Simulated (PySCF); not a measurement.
**Assigning NMR signals**

Atoms are numbered as in `[cH:1]1[cH:2][cH:3][c:4]2[cH:5][cH:6][cH:7][c:8]-2[cH:9][cH:10]1`; H(Xn) means a hydrogen on atom n.

- PBE0/pcSseg-1 with gauge-including orbitals
- geometry: GFN2-xTB
- run in PySCF
- non-relativistic, one conformer, no solvent model

Referencing at the same level of theory: 13C (σ = 186.93 ppm) and 1H (σ = 31.72 ppm) vs TMS.

(1) Assign these signals to the numbered atoms. 13C{1H} NMR (computed): δ 144.8, 144.2, 144.2, 144.1, 144.1, 143.6, 127.4, 127.4, 123.0, 122.9.

(2) Assign these signals to the numbered atoms. 1H NMR (400 MHz, computed): δ 8.75 (d, 1H), 8.75 (d, 1H), 8.36 (m, 1H), 8.14 (m, 1H), 7.77 (m, 1H), 7.77 (m, 1H), 7.58 (m, 1H), 7.58 (m, 1H).

Results:

(1) 
144.8 → C1, aromatic CH
144.2 → C9, aromatic CH
144.2 → C3, aromatic CH
144.1 → C8, substituted aromatic carbon
144.1 → C4, substituted aromatic carbon
143.6 → C6, aromatic CH
127.4 → C10, aromatic CH: the aromatic region
127.4 → C2, aromatic CH
123.0 → C7, aromatic CH
122.9 → C5, aromatic CH

C1 and C9; C9 and C3; C3 and C8; C8 and C4; C4 and C6; C10 and C2; C7 and C5 lie closer than the usual error of such a calculation, so a measured spectrum could show them in the other order.

(2) 
8.75 → H(C9), hydrogen on an aromatic CH: aromatic region
8.75 → H(C3), hydrogen on an aromatic CH
8.36 → H(C6), hydrogen on an aromatic CH
8.14 → H(C1), hydrogen on an aromatic CH
7.77 → H(C7), hydrogen on an aromatic CH
7.77 → H(C5), hydrogen on an aromatic CH
7.58 → H(C2), hydrogen on an aromatic CH
7.58 → H(C10), hydrogen on an aromatic CH

H(C9) and H(C3); H(C7) and H(C5); H(C2) and H(C10) lie closer than the usual error of such a calculation, so a measured spectrum could show them in the other order.

Shifts are as computed. Against solution values, carbons near 30 ppm lie about +3 ppm off and those near 130 ppm about +5 ppm. Of 1211 compounds with measured shifts, 218 miss one by over three times the rms of a fit or turn the order of signals round; such compounds aren't used in these exercises. No couplings were computed; multiplicities are counted from neighbouring protons, with m where these are inequivalent, close in shift, in a saturated or five-membered ring or joined by F or P, and br s for small geminal =CH2 splittings.
